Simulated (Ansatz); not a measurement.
**ClH2NSi: a ladder of functionals and wavefunction methods**

Aim: compute ClH2NSi with functionals from several rungs and with coupled cluster. The yardstick is the atomisation energy at the CCSD(T) limit.

Program: Ansatz 0.2.0, Gaussian basis. Level of theory: functionals in def2-TZVPP, the program's frozen cores in correlated methods. These are calculated values, not measurements.

Plan: LDA (SPW92), PBE-D4, revPBE-D4, BLYP-D4, r2SCAN-D4, B97M-V, PBE0-D4, B3LYP-D4, r2SCANh-D4, r2SCAN0-D4, HSE06-D4, BHLYP-D4, CAM-B3LYP-D4, LC-ωPBE, ωB97X-V, ωB97M-V, B2PLYP, PBE-QIDH; CCSD(T)/def2-SVP; CCSD(T)/def2-TZVPP; CCSD(T)/def2-QZVPP; extrapolation to the limit; RPA on PBE.

### Step 1. The geometry

The geometry comes from an earlier relaxation with PBE0-D4 in a triple-zeta def2 set; it is a stationary point.

SMILES `N[Si]Cl`, 5 atoms, charge 0, spin multiplicity 1.

Atoms are counted from 1 here; the program's logs count them from 0.

Bond lengths: N1–Si2 1.701 Å, N1–H4 1.009 Å, N1–H5 1.010 Å, Si2–Cl3 2.104 Å. Angles: Si2–N1–H4 121.0°, Si2–N1–H5 126.0°, H4–N1–H5 113.0°, N1–Si2–Cl3 98.2°.

Coordinates:

```xyz
5
ClH2NSi
N    -0.1482    0.5835   -0.2339
Si   -0.1162   -0.3418    1.1926
Cl    0.6490   -2.1245    0.3773
H    -0.4733    1.5386   -0.2274
H     0.1386    0.2706   -1.1500
```

### Step 2. LDA

This LDA is Slater exchange with PW92 correlation.

Contents of in.yaml:

```yaml
crystal:
  periodic: [false, false, false]
  atoms:
    - {symbol: N, position_ang: [-0.148250, 0.583450, -0.233885]}
    - {symbol: Si, position_ang: [-0.116229, -0.341783, 1.192573]}
    - {symbol: Cl, position_ang: [0.648995, -2.124478, 0.377265]}
    - {symbol: H, position_ang: [-0.473349, 1.538615, -0.227367]}
    - {symbol: H, position_ang: [0.138633, 0.270596, -1.149984]}
basis:
  gaussian: {orbitals: def2-TZVPP}
hamiltonian: {xc: lda}
output: {orbitals: {seedname: orbitals}}
```

Command:

```sh
ansatz run in.yaml --threads 2 --pin off --events-out ev --progress --plain --max-ram 32768MiB --backend cpu
```

Further steps of the session: PBE-D4 (GGA); revPBE-D4 (GGA); BLYP-D4 (GGA); r2SCAN-D4 (meta-GGA); B97M-V (meta-GGA); PBE0-D4 (hybrid); B3LYP-D4 (hybrid); r2SCANh-D4 (hybrid); r2SCAN0-D4 (hybrid); HSE06-D4 (hybrid); BHLYP-D4 (hybrid); CAM-B3LYP-D4 (range-separated); LC-ωPBE (range-separated); ωB97X-V (range-separated); ωB97M-V (range-separated); B2PLYP (double hybrid); PBE-QIDH (double hybrid); CCSD(T) in def2-SVP; CCSD(T) in def2-TZVPP; CCSD(T) in def2-QZVPP; RPA on PBE orbitals.

Q: Predict the results of all the runs planned. Wanted: atomisation energy, CCSD(T)/CBS; farthest beyond LDA; mean size of error, GGA; mean size of error, meta-GGA; mean size of error, hybrid; mean size of error, range-separated; mean size of error, double hybrid; gap, smallest and largest; T1 diagnostic.

As calculated:

```
                               quantity                                      value
        atomisation energy, CCSD(T)/CBS                             395.5 kcal/mol
functionals within 2.0 kcal/mol (0.5 %)            B3LYP-D4, CAM-B3LYP-D4, ωB97X-V
                    farthest beyond LDA                  BHLYP-D4 (-15.2 kcal/mol)
                mean size of error, GGA                               4.4 kcal/mol
           mean size of error, meta-GGA                               2.9 kcal/mol
             mean size of error, hybrid                               6.4 kcal/mol
    mean size of error, range-separated                               3.6 kcal/mol
      mean size of error, double hybrid                               6.8 kcal/mol
              gap, smallest and largest  3.62 eV (LDA (SPW92)), 10.31 eV (LC-ωPBE)
                          T1 diagnostic                                     0.0128
triples share of the correlation energy                                      4.1 %
```

In words: The LDA atomisation energy is off by 59.5 kcal/mol (15 %): it overbinds. PBE-D4 is off by +8.4 kcal/mol. Double hybrids carry the basis error of their MP2 part in triple zeta, and no dispersion term here, so their miss is partly the set-up's. By mean error the best rung here is meta-GGA (2.9 kcal/mol) and the worst beyond LDA is double hybrid (6.8 kcal/mol). The gap between the best rungs is small, so their order is not settled. The reference freezes the cores and leaves out relativity and excitations past (T), so misses under about 2.0 kcal/mol can't be ranked. Hartree-Fock recovers 67 % of the binding; the rest is correlation. CCSD(T) in def2-SVP is off by -40.5 kcal/mol, which most functionals beat. The gap grows from 3.6 to 10.3 eV across the functionals, mostly with the share of exact exchange.
